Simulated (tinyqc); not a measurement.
Inside a calculation (part 2 of 2). Method: UKS/BLYP in the sto-6g basis, for BH, spin multiplicity 3. Computed by tinyqc, a small Python program that keeps every step (integrals from PySCF). Command: `OMP_NUM_THREADS=1 python tinyqc.py 30440 30441 out.jsonl` (the two numbers bound the seeds that draw the settings). One thread of a shared host (Intel(R) Xeon(R) Processor @ 2.60GHz), about 4 s of CPU time with the checks.

Geometry (angstrom):
```
atom         x         y         z
B     0.000000  0.000000  0.000000
H     0.000000  0.000000  1.465000
```

## Iteration 2: DIIS over 2 matrices

error matrix X^T (FDS - SDF) X (alpha):
```
           1          2         3          4          5          6
1   0.000000  -0.002993  0.000000   0.000000  -0.033186   0.107345
2   0.002993   0.000000  0.000000   0.000000   0.011105  -0.034728
3   0.000000   0.000000  0.000000  -0.000624   0.000000   0.000000
4   0.000000   0.000000  0.000624   0.000000   0.000000   0.000000
5   0.033186  -0.011105  0.000000   0.000000   0.000000   0.013250
6  -0.107345   0.034728  0.000000   0.000000  -0.013250   0.000000
```

B (overlaps of the stored error matrices):
```
                1               2
1   1.8387325e-01  -8.4259718e-02
2  -8.4259718e-02   7.0342043e-02
```

Minimise |sum c_i e_i|^2 with sum c_i = 1: solve [B -1; -1 0][c; lambda] = [0; -1] with B_ij = tr e_i^T e_j summed over both spins, and take F = sum c_i F_i.

DIIS coefficients: 0.365718  0.634282

extrapolated F(alpha) (hartree):
```
            1B 1s      1B 2s     1B 2px     1B 2py     1B 2pz      2H 1s
1B 1s   -6.392490  -1.845554   0.000000   0.000000   0.008200  -0.259604
1B 2s   -1.845554  -0.773649   0.000000   0.000000   0.025232  -0.243200
1B 2px   0.000000   0.000000  -0.031003   0.002158   0.000000   0.000000
1B 2py   0.000000   0.000000   0.002158  -0.012464   0.000000   0.000000
1B 2pz   0.008200   0.025232   0.000000   0.000000  -0.025456  -0.156817
2H 1s   -0.259604  -0.243200   0.000000   0.000000  -0.156817  -0.112144
```

extrapolated F(beta) (hartree):
```
            1B 1s      1B 2s     1B 2px     1B 2py     1B 2pz      2H 1s
1B 1s   -6.366575  -1.829759   0.000000   0.000000   0.004992  -0.257919
1B 2s   -1.829759  -0.666444   0.000000   0.000000  -0.012076  -0.230166
1B 2px   0.000000   0.000000   0.118062  -0.003362   0.000000   0.000000
1B 2py   0.000000   0.000000  -0.003362   0.087663   0.000000   0.000000
1B 2pz   0.004992  -0.012076   0.000000   0.000000   0.046967  -0.152826
2H 1s   -0.257919  -0.230166   0.000000   0.000000  -0.152826  -0.100383
```

## Iteration 2: diagonalisation and new density

X:
```
                1          2          3         4          5         6
1B 1s    0.316261   0.765152   0.000000  0.000000   0.582667  0.234915
1B 2s   -0.783011  -0.534171   0.000000  0.000000   0.415008  0.428533
1B 2px   0.000000   0.000000   0.999991  0.004195   0.000000  0.000000
1B 2py   0.000000   0.000000  -0.004195  0.999991   0.000000  0.000000
1B 2pz  -0.704631   0.546330   0.000000  0.000000  -0.532485  0.357352
2H 1s    0.983328  -0.279955   0.000000  0.000000  -0.238500  0.521752
```

Diagonalise F' = X^T F X, C = X C', fill 4 alpha and 2 beta electrons from the bottom; D(s) = C_occ C_occ^T. Each column has its largest component positive (the first on a tie).

F' = X^T F X (alpha) (hartree):
```
           1          2          3          4          5          6
1   0.133804  -0.629709   0.000000   0.000000  -0.529720  -0.295600
2  -0.629709  -2.392452   0.000000   0.000000  -2.593941  -1.348304
3   0.000000   0.000000  -0.031021   0.002081   0.000000   0.000000
4   0.000000   0.000000   0.002081  -0.012447   0.000000   0.000000
5  -0.529720  -2.593941   0.000000   0.000000  -3.145427  -1.671104
6  -0.295600  -1.348304   0.000000   0.000000  -1.671104  -1.121964
```

orbital energies (alpha) (hartree): MO1 -6.396718, MO2 -0.288418, MO3 -0.129624, MO4 -0.031251, MO5 -0.012216, MO6 0.288722

coefficients C (alpha):
```
              MO1        MO2        MO3        MO4       MO5        MO6
1B 1s    0.992281  -0.265593   0.104924   0.000000  0.000000   0.118292
1B 2s    0.028642   0.869993  -0.435643   0.000000  0.000000  -0.553919
1B 2px   0.000000   0.000000   0.000000   0.993464  0.114142   0.000000
1B 2py   0.000000   0.000000   0.000000  -0.114142  0.993464   0.000000
1B 2pz   0.000671  -0.018771   0.648493   0.000000  0.000000  -0.886186
2H 1s   -0.005658   0.329015   0.538620   0.000000  0.000000   0.987938
```

F' = X^T F X (beta) (hartree):
```
           1          2          3          4          5          6
1   0.177338  -0.618696   0.000000   0.000000  -0.536114  -0.319971
2  -0.618696  -2.316014   0.000000   0.000000  -2.645483  -1.359365
3   0.000000   0.000000   0.118090  -0.003234   0.000000   0.000000
4   0.000000   0.000000  -0.003234   0.087635   0.000000   0.000000
5  -0.536114  -2.645483   0.000000   0.000000  -3.072877  -1.655078
6  -0.319971  -1.359365   0.000000   0.000000  -1.655078  -1.089452
```

orbital energies (beta) (hartree): MO1 -6.370269, MO2 -0.220804, MO3 -0.042511, MO4 0.087296, MO5 0.118430, MO6 0.332579

coefficients C (beta):
```
              MO1        MO2        MO3       MO4        MO5        MO6
1B 1s    0.992850  -0.214944  -0.186672  0.000000   0.000000   0.115603
1B 2s    0.026630   0.674731   0.711203  0.000000   0.000000  -0.540867
1B 2px   0.000000   0.000000   0.000000  0.108620   0.994083   0.000000
1B 2py   0.000000   0.000000   0.000000  0.994083  -0.108620   0.000000
1B 2pz   0.001214   0.161917  -0.581432  0.000000   0.000000  -0.917573
2H 1s   -0.005367   0.507238  -0.451345  0.000000   0.000000   0.955712
```

D(alpha) after iteration 2:
```
            1B 1s      1B 2s     1B 2px     1B 2py     1B 2pz      2H 1s
1B 1s    1.066170  -0.248353   0.000000   0.000000   0.073693  -0.036485
1B 2s   -0.248353   0.947492   0.000000   0.000000  -0.298823   0.051433
1B 2px   0.000000   0.000000   0.986972  -0.113396   0.000000   0.000000
1B 2py   0.000000   0.000000  -0.113396   0.013028   0.000000   0.000000
1B 2pz   0.073693  -0.298823   0.000000   0.000000   0.420896   0.343111
2H 1s   -0.036485   0.051433   0.000000   0.000000   0.343111   0.398395
```

D(beta) after iteration 2:
```
            1B 1s      1B 2s    1B 2px    1B 2py     1B 2pz      2H 1s
1B 1s    1.031953  -0.118589  0.000000  0.000000  -0.033598  -0.114356
1B 2s   -0.118589   0.455971  0.000000  0.000000   0.109283   0.342106
1B 2px   0.000000   0.000000  0.000000  0.000000   0.000000   0.000000
1B 2py   0.000000   0.000000  0.000000  0.000000   0.000000   0.000000
1B 2pz  -0.033598   0.109283  0.000000  0.000000   0.026219   0.082124
2H 1s   -0.114356   0.342106  0.000000  0.000000   0.082124   0.257319
```

## Iteration 13 (converged): orbitals

converged F(alpha) (hartree):
```
            1B 1s      1B 2s     1B 2px    1B 2py     1B 2pz      2H 1s
1B 1s   -6.351339  -1.838571   0.000000  0.000000   0.002550  -0.259037
1B 2s   -1.838571  -0.763601   0.000000  0.000000   0.004746  -0.253949
1B 2px   0.000000   0.000000  -0.013790  0.011011   0.000000   0.000000
1B 2py   0.000000   0.000000   0.011011  0.004330   0.000000   0.000000
1B 2pz   0.002550   0.004746   0.000000  0.000000  -0.029319  -0.176208
2H 1s   -0.259037  -0.253949   0.000000  0.000000  -0.176208  -0.175376
```

converged F(beta) (hartree):
```
            1B 1s      1B 2s     1B 2px     1B 2py     1B 2pz      2H 1s
1B 1s   -6.326720  -1.825193   0.000000   0.000000  -0.003476  -0.257784
1B 2s   -1.825193  -0.668034   0.000000   0.000000  -0.054081  -0.240940
1B 2px   0.000000   0.000000   0.106714  -0.021221   0.000000   0.000000
1B 2py   0.000000   0.000000  -0.021221   0.076331   0.000000   0.000000
1B 2pz  -0.003476  -0.054081   0.000000   0.000000   0.064836  -0.169066
2H 1s   -0.257784  -0.240940   0.000000   0.000000  -0.169066  -0.135906
```

As before.

F' = X^T F X (alpha) (hartree):
```
           1          2          3         4          5          6
1   0.101252  -0.609472   0.000000  0.000000  -0.512788  -0.315105
2  -0.609472  -2.367603   0.000000  0.000000  -2.591525  -1.335581
3   0.000000   0.000000  -0.013882  0.010935   0.000000   0.000000
4   0.000000   0.000000   0.010935  0.004422   0.000000   0.000000
5  -0.512788  -2.591525   0.000000  0.000000  -3.121436  -1.645537
6  -0.315105  -1.335581   0.000000  0.000000  -1.645537  -1.153270
```

orbital energies (alpha) (hartree): MO1 -6.355819, MO2 -0.300900, MO3 -0.139723, MO4 -0.018989, MO5 0.009530, MO6 0.255386

coefficients C (alpha):
```
              MO1        MO2        MO3        MO4       MO5        MO6
1B 1s    0.992014  -0.234289  -0.165348   0.000000  0.000000   0.117648
1B 2s    0.029649   0.740402   0.641119   0.000000  0.000000  -0.542412
1B 2px   0.000000   0.000000   0.000000   0.904260  0.426983   0.000000
1B 2py   0.000000   0.000000   0.000000  -0.426983  0.904260   0.000000
1B 2pz   0.001828   0.091626  -0.587549   0.000000  0.000000  -0.923369
2H 1s   -0.006227   0.466027  -0.509858   0.000000  0.000000   0.947228
```

F' = X^T F X (beta) (hartree):
```
           1          2          3          4          5          6
1   0.149216  -0.613602   0.000000   0.000000  -0.515597  -0.314362
2  -0.613602  -2.275194   0.000000   0.000000  -2.656092  -1.346118
3   0.000000   0.000000   0.106892  -0.021093   0.000000   0.000000
4   0.000000   0.000000  -0.021093   0.076153   0.000000   0.000000
5  -0.515597  -2.656092   0.000000   0.000000  -3.032576  -1.639951
6  -0.314362  -1.346118   0.000000   0.000000  -1.639951  -1.119140
```

orbital energies (beta) (hartree): MO1 -6.330789, MO2 -0.250491, MO3 -0.014018, MO4 0.065424, MO5 0.117621, MO6 0.317605

coefficients C (beta):
```
              MO1        MO2        MO3       MO4        MO5        MO6
1B 1s    0.992448  -0.199443  -0.215619  0.000000   0.000000  -0.094555
1B 2s    0.028152   0.612939   0.817920  0.000000   0.000000   0.456989
1B 2px   0.000000   0.000000   0.000000  0.457117   0.889407   0.000000
1B 2py   0.000000   0.000000   0.000000  0.889407  -0.457117   0.000000
1B 2pz   0.003008   0.225214  -0.473307  0.000000   0.000000   0.965128
2H 1s   -0.006248   0.535294  -0.493816  0.000000   0.000000  -0.918686
```

D(alpha) after iteration 13:
```
            1B 1s      1B 2s     1B 2px     1B 2py     1B 2pz      2H 1s
1B 1s    1.066322  -0.250064   0.000000   0.000000   0.077497  -0.031059
1B 2s   -0.250064   0.960107   0.000000   0.000000  -0.308794   0.017983
1B 2px   0.000000   0.000000   0.817685  -0.386104   0.000000   0.000000
1B 2py   0.000000   0.000000  -0.386104   0.182315   0.000000   0.000000
1B 2pz   0.077497  -0.308794   0.000000   0.000000   0.353612   0.342255
2H 1s   -0.031059   0.017983   0.000000   0.000000   0.342255   0.477175
```

D(beta) after iteration 13:
```
            1B 1s      1B 2s    1B 2px    1B 2py     1B 2pz      2H 1s
1B 1s    1.024731  -0.094308  0.000000  0.000000  -0.041932  -0.112962
1B 2s   -0.094308   0.376486  0.000000  0.000000   0.138127   0.327927
1B 2px   0.000000   0.000000  0.000000  0.000000   0.000000   0.000000
1B 2py   0.000000   0.000000  0.000000  0.000000   0.000000   0.000000
1B 2pz  -0.041932   0.138127  0.000000  0.000000   0.050730   0.120537
2H 1s   -0.112962   0.327927  0.000000  0.000000   0.120537   0.286579
```

## Convergence

Stop when the energy changes by less than 1e-10 hartree and every element of the error matrix X^T (F D S - S D F) X (for each spin) is below 3e-06.

Course of the cycle:
```
iteration   E (hartree)     change  largest element of the error matrix
1          -24.79098003          -                             1.87e-01
2          -25.05384206  -2.63e-01                             1.36e-01
3          -25.08653719  -3.27e-02                             3.47e-02
4          -25.09293431  -6.40e-03                             9.36e-03
5          -25.09316968  -2.35e-04                             1.09e-03
6          -25.09325104  -8.14e-05                             8.98e-04
7          -25.09332543  -7.44e-05                             8.25e-04
8          -25.09345857  -1.33e-04                             4.32e-04
9          -25.09349733  -3.88e-05                             4.11e-05
10         -25.09349763  -2.97e-07                             4.05e-05
11         -25.09349765  -2.29e-08                             4.80e-06
12         -25.09349765  -5.78e-10                             7.04e-07
13         -25.09349765  -5.66e-11                             4.98e-07
```

PySCF UKS in the same basis, fine grid, after a stability check = -25.09660285 hartree

Converged in 13 iterations. The coarse grid moves the energy by +3.11e-03 hartree.

## Populations, bond orders and dipole

overlap S:
```
           1B 1s     1B 2s    1B 2px    1B 2py    1B 2pz     2H 1s
1B 1s   1.000000  0.264891  0.000000  0.000000  0.000000  0.037073
1B 2s   0.264891  1.000000  0.000000  0.000000  0.000000  0.345247
1B 2px  0.000000  0.000000  1.000000  0.000000  0.000000  0.000000
1B 2py  0.000000  0.000000  0.000000  1.000000  0.000000  0.000000
1B 2pz  0.000000  0.000000  0.000000  0.000000  1.000000  0.387354
2H 1s   0.037073  0.345247  0.000000  0.000000  0.387354  1.000000
```

Mulliken: Z minus the diagonal of D S on the atom; Loewdin: the same with S^(1/2) D S^(1/2); Mayer order: 2 sum_s sum (D(s) S)_ij (D(s) S)_ji over the two atoms.

Charges (e):
```
atom   Mulliken    Loewdin  Mulliken spin
1B     0.057103   0.051855       1.827490
2H    -0.057103  -0.051855       0.172510
```

Mayer bond orders:
```
pair     order
2-1   0.966980
```

dipole moment about the origin, x y z (debye): 0.000000  0.000000  -0.437360

<S^2> of the determinant (pure state: 2) = 2.000501
